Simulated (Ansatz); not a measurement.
The input, for Ansatz 0.2.0:

```yaml
crystal:
  periodic: [false, false, false]
  atoms:
    - {symbol: O, position_ang: [0.000000, 0.008101, 1.755319]}
    - {symbol: C, position_ang: [0.000000, 0.052092, 0.612788]}
    - {symbol: Si, position_ang: [0.000000, -0.078659, -1.220644]}
    - {symbol: H, position_ang: [0.000000, 1.442456, -1.152508]}
basis:
  gaussian: {orbitals: def2-SVP}
total_charge: 1
magnetization: {spin_polarized: false}
correlation: {method: bccd, electrons: all}
```

```sh
$ ansatz run in.yaml --threads 1 --pin off --events-out ev --progress --plain --max-ram 2393MiB
```

Log:

```
493 factors; integrals over basis functions are off by at most 1.2e-3 eV
mean field evaluation 1: about -10923.8162 eV, gradient 5.2e1 eV
mean field evaluation 2: about -10923.8195 eV, gradient 5.2e1 eV
mean field evaluation 4: about -10930.7575 eV, gradient 6.1e0 eV
mean field evaluation 8: about -10930.9164 eV, gradient 5.7e-1 eV
mean field evaluation 16: about -10930.7521 eV, gradient 6.1e0 eV
mean field evaluation 32: about -10924.9674 eV, gradient 5.6e0 eV
mean field -10930.92029354 eV, -401.7039115435 hartree, gradient 2.1e-6 eV, S^2 0.000000; 1 other end points of the search recorded, 0 dependent functions left out; unrestricted orbitals would lower it
reference -10930.92029354 eV, -401.7039115435 hartree; 14, 14 occupied and 37, 37 virtual orbitals, 493 factors
second order -10.60470569 eV of doubles, -0.00000000 eV of singles
cycle   1  -10.44080340 eV  change    1.6e-1 eV  update   1.2e-1
cycle   2  -10.89804172 eV  change   -4.6e-1 eV  update   5.9e-2
cycle   3  -11.07403239 eV  change   -1.8e-1 eV  update   2.7e-2
cycle   4  -11.07176905 eV  change    2.3e-3 eV  update   9.1e-3
cycle   5  -11.07105177 eV  change    7.2e-4 eV  update   3.1e-3
cycle   6  -11.07345903 eV  change   -2.4e-3 eV  update   9.9e-4
cycle   7  -11.07329230 eV  change    1.7e-4 eV  update   4.2e-4
cycle   8  -11.07302203 eV  change    2.7e-4 eV  update   1.5e-4
cycle   9  -11.07306223 eV  change   -4.0e-5 eV  update   5.3e-5
cycle  10  -11.07306076 eV  change    1.5e-6 eV  update   1.6e-5
Total energy: -10941.99335430 eV, -402.1108390209 hartree
```

Ran on 1 thread of Arm Neoverse V1, shared host: 1.3 s wall, 0.22 GiB peak host memory.
